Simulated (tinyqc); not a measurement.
A ladder of methods, and size consistency: correlation methods against full CI in the sto-6g basis, for HF, spin multiplicity 1. Computed by the program tinyqc with PySCF. All electrons correlated; +Q is the Davidson correction (1 - c0^2) E_corr. The last columns treat two copies 100 angstrom apart as one system. FCI is the lowest singlet.

Geometry (angstrom):
```
atom       x       y       z
F     0.0000  0.0000  0.0000
H     0.0000  0.0000  1.0820
```

RHF energy of one = -99.485433 hartree

Correlation energies (hartree):
```
method   E_corr of one  share of FCI (%)  E_corr of two at 100 angstrom  two minus twice one (mhartree)
MP2          -0.025679           62.5611                      -0.051358                          0.0000
CISD         -0.041047          100.0000                      -0.079651                          2.4417
CISD+Q       -0.042345          103.1634                      -0.084247                          0.4427
CCSD         -0.041047          100.0000                      -0.082093                          0.0000
CCSD(T)      -0.041047          100.0000                      -0.082093                          0.0000
FCI          -0.041047          100.0000                              -                               -
```

What does the comparison show, and why?

MP2 recovers 63 %, CISD 100.0 % and CCSD 100.0 % of the FCI value (c0^2 = 0.968 in CISD). MP2 and coupled cluster are size consistent, so their last column vanishes; CISD loses 2.44 mhartree, since a double excitation on each copy is a quadruple of the pair, and the Davidson correction leaves +0.44. With two electrons, or one virtual orbital, CISD and CCSD are exact for one copy, so +Q overshoots there.
